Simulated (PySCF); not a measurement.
Nitric acid, HNO3.
SMILES with atom numbers: `[O:1]=[N+:2]([O-:3])[OH:4]` (hydrogens: H5 on O4)

A GFN2-xTB structure was refined with PBE0-D3(BJ)/def2-SVP geometry optimisation, gas phase (PySCF 2.14.0). Its GFN2-xTB values:

```
coordinate  GFN2-xTB
     O1=N2   1.166 Å
     N2–O3   1.183 Å
     N2–O4   1.422 Å
     O4–H5   0.942 Å
  O1–N2–O3    130.9°
  O1–N2–O4    113.1°
  N2–O4–H5    110.6°
  O3–N2–O4    116.0°
```

Task: How do these coordinates change at the PBE0-D3(BJ)/def2-SVP level?

Result: 
| coordinate | PBE0-D3(BJ)/def2-SVP (Å or °) | change |
| --- | --- | --- |
| N2–O4 | 1.377 | -0.045 |
| O1=N2 | 1.200 | +0.034 |
| O4–H5 | 0.972 | +0.030 |
| N2–O3 | 1.186 | +0.003 |
| N2–O4–H5 | 103.6 | -7.0 |
| O1–N2–O4 | 115.7 | +2.6 |
| O3–N2–O4 | 114.3 | -1.7 |
| O1–N2–O3 | 130.0 | -0.9 |

The energy falls by 15.5 kJ/mol over 9 energy and gradient evaluations, the largest force component goes from 0.0451 to 2.6e-04 Eh/bohr, and the atoms move by 0.048 Å rms after alignment. The bond that changes most is N2–O4 (ends: nitrogen bonded to 3 O; hydroxyl oxygen), which shortens by 0.045 Å. Bonds longer at the end by more than 0.005 Å: 2 of 4; shorter: 1. Rotational constants go from 13942, 11797, 6390 to 13311, 12474, 6439 MHz.

The run used 61 basis functions and 71 SCF cycles in all.

Stationary, but not proved a minimum. One conformer, not necessarily the lowest.

Conformer computed: `[O:1]=[N+:2]([O-:3])[OH:4]`: H–O4–N2–O1 0°.
